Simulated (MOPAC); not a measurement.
MOPAC input (PM7):

```
PM7 FORCE THERMO(298,298) PRECISE LET UHF MS=0.5 GEO-OK AUX(PRECISION=9) THREADS=1
C4H5

C    -0.00910534 1    1.17003260 1    0.14696077 1
C     0.00289923 1   -1.06288987 1    0.38758282 1
C     0.77528201 1    0.04403530 1   -0.31584178 1
C    -0.76911295 1    0.03400229 1   -0.33174653 1
H    -0.01860030 1    2.15799022 1    0.44602639 1
H    -0.00802125 1   -1.10488194 1    1.47474259 1
H     0.01376826 1   -2.06322400 1   -0.03650025 1
H     1.61268826 1   -0.02846234 1   -0.96023107 1
H    -1.59205992 1   -0.04926428 1   -0.99324488 1
```

### Question
Which zero-point energy does it print?

### Answer
42.71 kcal/mol, from the harmonic wavenumbers of PM7.
